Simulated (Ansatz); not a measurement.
# Si–BH$_{2}$, quartet: the ladder up to full CI

Geometry: a point of a breathe scan, not a stationary point.

```yaml
atoms:
  - { symbol: Si, position_ang: [0.0000, 0.0000, 1.1433] }
  - { symbol: B, position_ang: [0.0000, 0.0000, -2.3620] }
  - { symbol: H, position_ang: [0.0000, -1.8926, -3.2610] }
  - { symbol: H, position_ang: [0.0000, 1.8926, -3.2610] }
```

Basis 6-31G; Ansatz 0.2.0. Correlated methods freeze the noble-gas cores, which leaves 9 electrons in 20 orbitals. R marks a restricted (for open shells ROHF) determinant, U an unrestricted one. Active spaces: pair = (5e, 5o) about the gap; valence = (9e, 10o) chosen from the atoms' valence shells.

Full CI is exact within this basis and frozen core; it isn't the basis-set limit. The frozen core follows each run's orbitals, which can shift R against U totals by a few meV.

Unrestricted rows (U) aren't spin-pure: their determinants' ⟨S²⟩ exceeds S(S+1) by up to 0.56, so they mix in states of higher spin. HF rows are the lowest solutions found. Coupled cluster chose its determinant by trial CCSD, here up to 0.27 eV above the lowest Hartree–Fock solution of its kind, and MP2 stands on that determinant too.

```
UHF ⟨S²⟩                          : 4.311
T1 diagnostic (RCCSD)             : 0.0386
largest doubles amplitude (RCCSD) : 0.136
T1 diagnostic (UCCSD)             : 0.0845
```

```
   level  E − E(determinant under the R cluster runs) (eV)
     UHF                                           -1.1159
    RMP2                                           -2.3510
    UMP2                                           -2.3811
   RCCSD                                           -3.8026
   UCCSD                                           -3.8872
RCCSD(T)                                           -3.9535
UCCSD(T)                                           -3.9562
```

Estimate how far full CI in 6-31G lies from RCCSD(T). The table doesn't fix it; the size of (T) and the diagnostics are the guide.

Full CI in 6-31G lies 1.96 kcal/mol below RCCSD(T), which is 56 % of the (T) step (-3.48 kcal/mol). T1 is raised, a doubles amplitude is large, and the rest is a large part of (T). The miss exceeds 1 kcal/mol.

The other levels:

| level | E − E(full CI) (kcal/mol) | share of correlation (%) | wall time |
| --- | --- | --- | --- |
| BCCD(T) | 2.04 | 97.81 | 3.9 s |
| RCCSDT | 0.17 | 99.82 | – |
| UCCSDT | 0.20 | 99.78 | – |
| RCCSDT(Q) | 0.08 | 99.92 | 8 s |
| UCCSDT(Q) | 0.06 | 99.94 | 7 s |
| CASSCF (valence space) | 15.63 | 83.22 | – |
| NEVPT2 (valence space) | 5.40 | 94.21 | 7 s |
| MRCISD (valence space) | 0.56 | 99.40 | – |
| MRCISD+Q (valence space) | 0.25 | 99.73 | 9 s |

The correlation energy at full CI, counted from the determinant under the R cluster runs, is -4.039 eV. That run took 6.4 min on 1 thread of Arm Neoverse V2, shared host over 11,075,136 determinants.

Run but not shown, since their state or frozen core can't be matched to the reference's or they repeat it: RHF, CISD, CASSCF (pair space), NEVPT2 (pair space), MRCISD (pair space), MRCISD+Q (pair space).

Times hold each run's SCF and search for its determinant on a shared host, so for small cases they say little of a method's own cost; they ran on 1 thread of Arm Neoverse V2.

The full-CI state has the irrep A2 of C2v, in the program's axes.

Natural occupations of full CI about the gap: 1.950 1.883 1.764 1.001 0.995 0.990 0.160 0.132 0.048 0.044; effectively unpaired electrons, Σ n²(2−n)², 3.40.
